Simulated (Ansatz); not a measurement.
Cost and result for the atomization energy of `COCN` (11 atoms, 10 bonds).

Z-matrix (Å, degrees):
```
C
O 1 1.398
H 1 1.100 2 111.8
H 1 1.100 2 111.8 3 121.3
H 1 1.090 2 107.6 3 -119.4
C 2 1.406 1 111.9 3 -59.4
N 6 1.426 2 108.7 1 176.4
H 6 1.101 2 109.9 1 -64.6
H 6 1.106 2 108.1 1 52.2
H 7 1.007 6 112.7 2 146.6
H 7 1.009 6 113.1 2 -88.0
```

Charge 0, multiplicity 1. The geometry is a stationary point of PBE0-D4/def2-TZVP. It is one conformer, not always the lowest. Program: Ansatz. Hardware: A = 2 threads of an AMD EPYC 7R13 on a shared host; B = 2 threads of an AMD EPYC 7R13 on a shared host and a share of an NVIDIA H100 80 GB. Times are those of one run each, without the atoms' runs, and a repeat can differ threefold. Electronic energies, without spin–orbit coupling; frozen cores. CCSD(T)/CBS extrapolates def2-TZVPP and def2-QZVPP, and its time is that of the two runs behind it. T1 = 0.010. B3LYP takes the VWN-RPA correlation (the form of Gaussian; ORCA's B3LYP/G).

CCSD(T)/CBS is a level of theory with its own doubt, some kJ/mol a heavy atom from the limit and from the frozen cores, so smaller differences don't rank the functionals.

| level | functions | wall time | atomization (kJ/mol) | difference from CCSD(T)/CBS | per bond |
| --- | --- | --- | --- | --- | --- |
| PBE-D4/def2-TZVPP (with forces) [A] | 222 | 2.3 s | 4146.7 | 102.4 | 10.2 |
| PBE0-D4/def2-TZVPP [A] | 222 | 2.6 s | 4058.2 | 13.9 | 1.4 |
| r2SCAN-D4/def2-TZVPP (with forces) [A] | 222 | 4 s | 4042.8 | -1.5 | -0.1 |
| B3LYP-D4/def2-TZVPP (with forces) [A] | 222 | 4.1 s | 4060.7 | 16.4 | 1.6 |
| B2PLYP/def2-TZVPP [A] | 222 | 4.5 s | 4012.7 | -31.6 | -3.2 |
| ωB97X-V/def2-TZVPP [A] | 222 | 6.5 s | 4060.3 | 16.0 | 1.6 |
| ωB97M-V/def2-TZVPP (with forces) [A] | 222 | 9 s | 4064.3 | 20.0 | 2.0 |
| CCSD(T)/def2-TZVPP [B] | 222 | 21 s | 3940.7 | -103.6 | -10.4 |
| CCSD(T)/def2-QZVPP [B] | 438 | 4.9 min | 4002.2 | -42.1 | -4.2 |
| CCSD(T)/CBS(def2) | – | 5.2 min | 4044.3 | 0.0 | 0.0 |

The D4 term adds +22.4 kJ/mol with B3LYP and +11.7 kJ/mol with PBE0; it sums over pairs of atoms, weighted by their polarisabilities, and B3LYP, whose exchange is more repulsive, gets the larger term. From PBE to PBE0 (25 % exact exchange), in def2-TZVPP and without D4, the atomization energy moves by −86.2 kJ/mol: exact exchange takes away binding that semilocal exchange gives to molecules. In def2-TZVPP, CCSD(T) changes the Hartree–Fock value by +1096.9 kJ/mol (the triples alone add +57.5 kJ/mol) and MP2 by +1144.8 kJ/mol; breaking electron pairs costs correlation energy, which Hartree–Fock lacks.
